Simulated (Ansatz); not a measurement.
Candidates: bcc W, bcc K, bcc Na, fcc Rh, fcc Ni, fcc Au. Level: r²SCAN+rVV10 (Ansatz, an electronic-structure program, plane waves, PAW).

Ansatz's runs of these crystals have no spin polarisation, but for fcc Ni. Meta-GGAs and exact exchange favour moments, which can bear on fcc Rh, fcc Ni.

Density-functional runs with spin start from parallel moments for fcc Ni.

Spin–orbit coupling is left out, also for the solids with elements from indium on (bcc W, fcc Au); its size isn't shown.

Ansatz's density-functional and Hartree–Fock values are scalar-relativistic unless marked +SOC, with PAW data made under PBE.

### Question
Which of them have a computed lattice constant a between 3.3 and 3.9 Å?

### Answer
fcc Rh, fcc Ni. The values: bcc W 3.161 Å; bcc K 5.306 Å; bcc Na 4.208 Å; fcc Rh 3.788 Å; fcc Ni 3.465 Å; fcc Au 4.100 Å.
